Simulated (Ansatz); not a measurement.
Geometry optimisation, RKS PBE/def2-SVP (Ansatz 0.2.0).

Input file:

```yaml
crystal:
  periodic: [false, false, false]
  atoms:
    - { symbol: C, position_ang: [-1.91022, 0.73752, -1.63611] }
    - { symbol: Mg, position_ang: [-0.47839, 0.0831, -0.26488] }
    - { symbol: Si, position_ang: [1.63854, -0.45284, 1.16866] }
    - { symbol: H, position_ang: [-2.36451, -0.12876, -2.1449] }
    - { symbol: H, position_ang: [-2.73591, 1.23986, -1.1042] }
    - { symbol: H, position_ang: [2.07762, 0.93141, 1.44168] }
    - { symbol: H, position_ang: [2.45472, -1.17115, 0.16849] }
    - { symbol: H, position_ang: [1.31816, -1.23914, 2.37126] }
total_charge: 1
basis:
  gaussian: { orbitals: def2-SVP }
hamiltonian:
  xc: pbe
relax:
  f_tol: 0.02
  max_steps: 40
scf:
  lower_state_search: "off"
```

Command:

```bash
$ ansatz run input.yaml --threads 2 --pin off --max-ram 3072MiB --backend cpu --events-out ev --progress --plain --runs-dir out
```

Where does it end, and by what steps?

It converged. After 11 steps the energy has fallen by 0.461 eV; Mg2 moved furthest, 0.44 Å.

```
step  energy less start (eV)  largest force component (eV/Å)  accepted
   0                  0.0000                           1.095       yes
   1                 -0.3073                           2.143       yes
   2                 -0.4231                           0.594       yes
   3                 -0.4360                           0.204       yes
   4                 -0.4447                           0.230       yes
   5                 -0.4528                           0.091       yes
   6                 -0.4579                           0.046       yes
   7                 -0.4603                           0.047       yes
   8                 -0.4586                           0.130        no
   9                 -0.4609                           0.022       yes
  10                 -0.4611                           0.020       yes
  11                 -0.4612                           0.014       yes
```

```xyz
8
Properties=species:S:1:pos:R:3
C -2.097 0.602 -1.521
Mg -0.207 0.332 -0.502
Si 1.718 -0.433 1.168
H -2.538 -0.145 -2.220
H -2.923 1.245 -1.137
H 2.321 0.865 1.627
H 2.646 -1.246 0.311
H 1.080 -1.219 2.273
```

Whether the end is a true minimum wasn't checked by a vibrational analysis.

Run time: 16 s on 2 threads of Arm Neoverse N1, with other jobs on the host, peak memory 0.12 GiB.
